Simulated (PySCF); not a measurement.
# Working out the electron affinity of O

O⁻ [He] 2s2 2p5 (2P) → O [He] 2s2 2p4 (3P). Computed with PySCF 2.14 in aug-cc-pVTZ (5s4p3d2f, 46 functions), with the non-relativistic Hamiltonian (point nucleus). Frozen: 1s2. Energies in hartree (1 hartree = 27.21139 eV):

```tsv
part	O⁻ (lower)	O (upper)
UHF	-74.792218	-74.812982
MP2 opposite-spin	-0.164750	-0.110246
MP2 same-spin	-0.054361	-0.036066
```

Problem. What does Hartree-Fock give?

Solution. (-74.812982) − (-74.792218) = -0.020764 hartree = -0.565 eV.

Problem. What do MP2 and SCS-MP2 (6/5 opposite-spin, 1/3 same-spin) give?

Solution. The opposite-spin parts differ by 1.483 eV and the same-spin parts by 0.498 eV. MP2: -0.565 + (1.483) + (0.498) = 1.416 eV. SCS-MP2: -0.565 + 1.2 × (1.483) + (0.498)/3 = 1.381 eV.

A first-order spin-orbit estimate adds -0.001 eV to MP2 (valence), giving 1.415 eV against 1.461 eV (measured; photodetachment measurements, as compiled on the Wikipedia data page of electron affinities).

What remains against the reference includes basis incompleteness, the frozen core and correlation beyond second order.
